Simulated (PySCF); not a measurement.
# PH2 (SMILES [PH2]): U-wB97X-V/6-31G

Aim: the energy change on altering one bond length of PH2 at U-wB97X-V/6-31G, from 2 runs. The job is set up through a Python script.

The calculation is run with PySCF 2.14.0.

13 further runs of the same task are left out: 2 that didn't finish, 11 set aside as unsound or not needed.

**1. Starting point**

The species is PH2 (3 atoms), meant as a doublet with charge 0. SMILES: `[PH2]`. The coordinates come from a GFN2-xTB relaxation.

Bond lengths: P1–H2 1.392 Å, P1–H3 1.392 Å. Angles: H2–P1–H3 91.4°.

**2. The energy at U-wB97X-V/6-31G**

The input, run.py:

```python
from pyscf import gto, dft

system = gto.M(
    atom='P 0.514470 -0.302750 0.252680; H 0.111510 1.027360 0.172420; H -0.625980 -0.724620 -0.425100',
    max_memory=1860,
    verbose=4,
    basis='6-31g',
    spin=1,
    charge=0,
)

myscf = dft.UKS(system, xc='wb97x-v')
myscf.nlcgrids.level = 1
myscf.conv_tol = 1e-10
myscf.grids.level = 5
myscf.kernel()
if not myscf.converged:
    myscf = myscf.newton().run(myscf.mo_coeff, myscf.mo_occ)

e_final = myscf.e_tot
print('E = %.10f Eh' % e_final)
```

The run is started by

```console
$ OMP_NUM_THREADS=1 python run.py
```

Standard output:

```text
PySCF version 2.14.0

[INPUT] num. atoms = 3
[INPUT] num. electrons = 17
[INPUT] charge = 0
[INPUT] spin (= nelec alpha-beta = 2S) = 1
[INPUT] symmetry False subgroup None
[INPUT] Mole.unit = angstrom
[INPUT] Symbol           X                Y                Z      unit          X                Y                Z       unit  Magmom
[INPUT]  1 P      0.514470000000  -0.302750000000   0.252680000000 AA    0.972207399305  -0.572114584212   0.477495997155 Bohr   0.0
[INPUT]  2 H      0.111510000000   1.027360000000   0.172420000000 AA    0.210723360150   1.941429031333   0.325826578398 Bohr   0.0
[INPUT]  3 H     -0.625980000000  -0.724620000000  -0.425100000000 AA   -1.182930759455  -1.369333344382  -0.803322575553 Bohr   0.0

nuclear repulsion = 11.6692711396351
number of shells = 11
number of NR pGTOs = 54
number of NR cGTOs = 17
basis = 6-31g
ecp = {}

[... 82 lines left out ...]
converged SCF energy = -342.391043889665  <S^2> = 0.75174384  2S+1 = 2.0017431
E = -342.3910438897 Eh
```

It took 7.2 s on 1 thread of Intel Xeon Platinum 8488C (Sapphire Rapids), shared host; peak memory 0.18 GiB.

**3. The distorted shape**

The input, input.py:

```python
from pyscf import gto, dft

system = gto.M(
    atom='''
P      2.049818    -0.173490     1.117930
H      1.288334     2.340054     0.966260
H     -1.182931    -1.369333    -0.803323
''',
    unit='bohr',
    spin=1,
    basis='6-31g',
    verbose=4,
    charge=0,
    max_memory=1860,
)

myscf = dft.UKS(system)
myscf.xc = 'wb97x-v'
myscf.grids.level = 5
myscf.nlcgrids.level = 1
myscf.conv_tol = 1e-10
myscf.kernel()
if not myscf.converged:
    myscf = myscf.newton().run(myscf.mo_coeff, myscf.mo_occ)

energy = myscf.e_tot
print('E(%s) = %.9f' % ('WB97X-V', energy))
```

The run is started by

```console
$ OMP_NUM_THREADS=1 python input.py
```

Standard output:

```text
PySCF version 2.14.0

[INPUT] num. atoms = 3
[INPUT] num. electrons = 17
[INPUT] charge = 0
[INPUT] spin (= nelec alpha-beta = 2S) = 1
[INPUT] symmetry False subgroup None
[INPUT] Mole.unit = bohr
[INPUT] Symbol           X                Y                Z      unit          X                Y                Z       unit  Magmom
[INPUT]  1 P      1.084716972134  -0.091806954323   0.591583079404 AA    2.049818000000  -0.173490000000   1.117930000000 Bohr   0.0
[INPUT]  2 H      0.681756992853   1.238303249122   0.511322771824 AA    1.288334000000   2.340054000000   0.966260000000 Bohr   0.0
[INPUT]  3 H     -0.625980127291  -0.724619817761  -0.425100224608 AA   -1.182931000000  -1.369333000000  -0.803323000000 Bohr   0.0

nuclear repulsion = 9.71154739655396
number of shells = 11
number of NR pGTOs = 54
number of NR cGTOs = 17
basis = 6-31g
ecp = {}

[... 94 lines left out ...]
converged SCF energy = -342.33065746757  <S^2> = 0.78654049  2S+1 = 2.0362127
E(WB97X-V) = -342.330657468
```

It took 9.3 s on 1 thread of Intel Xeon Platinum 8488C (Sapphire Rapids), shared host; peak memory 0.18 GiB.

**4. Outcome**

At U-wB97X-V/6-31G:

```
                                                         quantity          value
                                        first shape: total energy  -342.39104 Eh
                                       first shape: dipole moment         1.41 D
                  first shape: HOMO energy (highest over α and β)       -9.48 eV
                   first shape: LUMO energy (lowest over α and β)       -1.15 eV
                                                first shape: ⟨S²⟩          0.752
                                    distorted shape: total energy  -342.33066 Eh
                                   distorted shape: dipole moment         1.07 D
              distorted shape: HOMO energy (highest over α and β)       -9.74 eV
               distorted shape: LUMO energy (lowest over α and β)       -1.30 eV
                                            distorted shape: ⟨S²⟩          0.787
energy change with the P1–H3 bond stretched from 1.392 to 2.088 Å       1.643 eV
```

**Reading.** With the P1–H3 bond stretched from 1.392 to 2.088 Å the energy rises by 1.64 eV (159 kJ/mol). The first shape isn't relaxed at this level, so the change isn't measured from a minimum. Mulliken charges (first shape) run from -0.06 on H2 to +0.12 on P1. Mulliken charges (distorted shape) run from -0.06 on H2 to +0.09 on P1.
